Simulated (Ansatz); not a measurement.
Process, species as SMILES: F[B]F → B atom + 2 F atom
B3LYP-D3(BJ)/def2-TZVP geometries, fixed; electronic energies without zero-point terms.

Basis-set convergence of the atomisation energy at PBE with Ansatz (a program for electronic structure). All functions are spherical. Open shells are unrestricted. No added dispersion term, no relativity. Functions are those of the species that has most. Reference: the value in aug-pcseg-3, 310.59 kcal/mol, itself unsure by roughly 0.18 kcal/mol (its mean distance from aug-cc-pVQZ, cc-pV5Z, def2-QZVPPD). Deviations are taken from unrounded values.

```
basis        functions  atomisation energy (kcal/mol)
-----------  ---------  -----------------------------
cc-pVDZ             42                         305.13
aug-cc-pVDZ         69                         298.89
def2-SVP            42                         317.79
def2-SVPD           66                         310.00
pcseg-1             42                         306.21
aug-pcseg-1         69                         305.62
6-311G**            54                         306.55
6-311+G**           66                         302.06
cc-pVTZ             90                         312.01
aug-cc-pVTZ        138                         309.52
pcseg-2             90                         310.57
aug-pcseg-2        138                         310.71
def2-TZVPP          93                         310.38
def2-TZVPPD        117                         309.45
cc-pVQZ            165                         311.69
aug-cc-pVQZ        240                         310.55
def2-QZVPP         171                         310.21
def2-QZVPPD        195                         310.09
pcseg-3            180                         310.53
aug-pcseg-3        255                         310.59
```

What the diffuse functions change, pair by pair:
- cc-pVDZ to aug-cc-pVDZ: 27 more functions, deviation -5.46 to -11.69 kcal/mol
- def2-SVP to def2-SVPD: 24 more functions, deviation 7.21 to -0.59 kcal/mol
- pcseg-1 to aug-pcseg-1: 27 more functions, deviation -4.38 to -4.97 kcal/mol
- 6-311G** to 6-311+G**: 12 more functions, deviation -4.03 to -8.53 kcal/mol
- cc-pVTZ to aug-cc-pVTZ: 48 more functions, deviation 1.43 to -1.07 kcal/mol
- pcseg-2 to aug-pcseg-2: 48 more functions, deviation -0.02 to 0.12 kcal/mol
- def2-TZVPP to def2-TZVPPD: 24 more functions, deviation -0.20 to -1.14 kcal/mol
- cc-pVQZ to aug-cc-pVQZ: 75 more functions, deviation 1.10 to -0.03 kcal/mol
- def2-QZVPP to def2-QZVPPD: 24 more functions, deviation -0.38 to -0.50 kcal/mol
- pcseg-3 to aug-pcseg-3: 75 more functions, deviation -0.05 to 0.00 kcal/mol

Leaving out the reference's own pair, they bring the value nearer the reference by more than 0.18 kcal/mol in 3 of 9 pairs.
